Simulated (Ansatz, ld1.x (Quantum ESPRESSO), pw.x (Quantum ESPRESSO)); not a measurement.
## Equation-of-state test of one TM potential (caesium)

```json
{"Element": "Cs (Z = 55)", "Generator": "ld1.x (Quantum ESPRESSO) 7.5", "Type": "norm-conserving Troullier–Martins (Kleinman–Bylander form)", "Functional": "PBE", "Relativity": "scalar-relativistic", "Frozen core": "[Xe]", "Valence charge": "1", "Reference configuration": "5d0 6s1 6p0", "Partial waves": "6p (bound, empty): rc 4.20 bohr; 5d (bound, empty): rc 4.10 bohr; 6s (bound): rc 3.10 bohr", "Local potential": "the s channel", "Core correction": "Bessel-smoothed model core, default radius (core density twice the valence density)"}
```

Atomic tests: cutoffs needed: 6 Ry and 8 Ry (the cutoffs (Ry, on a coarse ladder) from which the occupation-weighted sum of valence levels, in a spherical-Bessel basis at the reference potential, stays within 10 and 1 mRy of its value at 400 Ry); ghost test: ghost state, extra bound levels that the all-electron valence spectrum of the same l lacks: p at -114.7 eV; a true bound ghost makes a file unfit for plane-wave use (spherical-Bessel basis up to 400 Ry, 20 bohr box); largest excitation error: -8.2 meV (all-electron minus pseudo) for 5d0 6s0 6p1, out of 4 test configurations.

Crystal test: bcc Cs in pw.x 7.5, no spin, 8³ k-points, Fermi–Dirac smearing 0.01 Ry, cutoffs 50/200 Ry. The reference is all-electron LAPW (Ansatz 0.2.0) with the same functional, mesh and smearing; V0 and B0 come from Birch–Murnaghan fits to the pressures at five volumes. Errors are pseudo minus all-electron; Δ is the rms difference of the E(V) curves that follow from these fits, minima aligned, over ±6 % about the mean V0. Mesh and smearing are coarse, so the numbers serve the comparison and aren't converged zero-temperature values; the lattice is a test structure that the element need not adopt.

All-electron: a0 = 6.162 Å (V0 = 117.01 Å³/atom), B0 = 1.9 GPa.

Question: How far does the potential miss the all-electron equation of state?

Answer: mean pressure error (GPa): -0.05. The pressure does not cross zero within the volumes sampled, so no fit is given. This is a poor potential for the solid. The pseudo pressure rises with volume over the whole range, a mechanical instability. Note: ghost state, extra bound levels that the all-electron valence spectrum of the same l lacks: p at -114.7 eV. A true bound ghost makes a file unfit for plane-wave use. The logarithmic derivative shows an extra or strongly shifted pseudo pole above the reference energy (s near 0.20 Ry).

```json
{"V (Å³/atom)": "111.296", "P all-electron (GPa)": "0.10", "P pseudo (GPa)": "-0.06"}
{"V (Å³/atom)": "114.225", "P all-electron (GPa)": "0.05", "P pseudo (GPa)": "-0.05"}
{"V (Å³/atom)": "117.154", "P all-electron (GPa)": "-0.00", "P pseudo (GPa)": "-0.04"}
{"V (Å³/atom)": "120.083", "P all-electron (GPa)": "-0.05", "P pseudo (GPa)": "-0.04"}
{"V (Å³/atom)": "123.012", "P all-electron (GPa)": "-0.09", "P pseudo (GPa)": "-0.04"}
```

Question: At the middle volume, how do free energy and pressure move when the wave cutoff is lowered (ecutrho kept at four times it)?

Answer:

```
cutoff (Ry)  shift of F (meV/atom)  shift of P (GPa)
         22                 +714.3             -1.89
         30                 +119.2             -0.13
         40                  +50.1             -0.43
```

Input at the middle volume:

```
&control
  calculation='scf', prefix='x', pseudo_dir='./', outdir='./tmp', tstress=.true., disk_io='low'
/
&system
  ibrav=0, nat=1, ntyp=1, ecutwfc=50, ecutrho=200, nbnd=7,
  occupations='smearing', smearing='fd', degauss=0.01
/
&electrons
  conv_thr=1e-09, mixing_beta=0.4, electron_maxstep=70
/
ATOMIC_SPECIES
Cs 1.0 Cs.UPF
CELL_PARAMETERS angstrom
  -3.08247131 3.08247131 3.08247131
  3.08247131 -3.08247131 3.08247131
  3.08247131 3.08247131 -3.08247131
ATOMIC_POSITIONS crystal
Cs 0.0000 0.0000 0.0000
K_POINTS automatic
8 8 8 0 0 0
```

```bash
pw.x < Cs.scf.in > Cs.scf.out
```

Lines of the output:

```
Message from routine setup:
     using ibrav=0 with symmetry is DISCOURAGED, use correct ibrav instead
     lattice parameter (alat)  =      10.0892  a.u.
     unit-cell volume          =     790.5944 (a.u.)^3
     number of electrons       =         1.00
     number of Kohn-Sham states=            7
     kinetic-energy cutoff     =      50.0000  Ry
     charge density cutoff     =     200.0000  Ry
     scf convergence threshold =      1.0E-09
     Exchange-correlation= PBE
     number of k points=    29  Fermi-Dirac smearing, width (Ry)=  0.0100
     iteration #  1     ecut=    50.00 Ry     beta= 0.40
     total energy              =     -11.51571362 Ry
     estimated scf accuracy    <       0.15755474 Ry
     iteration #  2     ecut=    50.00 Ry     beta= 0.40
     total energy              =     -11.48527489 Ry
     estimated scf accuracy    <       0.05582404 Ry
     iteration #  3     ecut=    50.00 Ry     beta= 0.40
     total energy              =     -11.48578995 Ry
     estimated scf accuracy    <       0.00000262 Ry
     iteration #  4     ecut=    50.00 Ry     beta= 0.40
     c_bands:  1 eigenvalues not converged
     negative rho (up, down):  1.291E-07 0.000E+00
     total energy              =     -11.48579110 Ry
     estimated scf accuracy    <       0.00000020 Ry
     iteration #  5     ecut=    50.00 Ry     beta= 0.40
     total energy              =     -11.48579110 Ry
     estimated scf accuracy    <          1.6E-09 Ry
     iteration #  6     ecut=    50.00 Ry     beta= 0.40
     the Fermi energy is  -109.2984 ev
!    total energy              =     -11.48579110 Ry
     estimated scf accuracy    <          6.7E-11 Ry
     smearing contrib. (-TS)   =      -0.02703353 Ry
     The total energy is F=E-TS. E is the sum of the following terms:
     one-electron contribution =      -7.45984249 Ry
     hartree contribution      =       0.13803977 Ry
     xc contribution           =      -3.82457572 Ry
     ewald contribution        =      -0.31237913 Ry
     convergence has been achieved in   6 iterations
          total   stress  (Ry/bohr**3)                   (kbar)     P=       -0.45
```

The run at the middle volume (29 k-points, 6 iterations) took about 11 s on one core of a shared host (Neoverse-V1, 32 threads, 247 GiB, load 14).
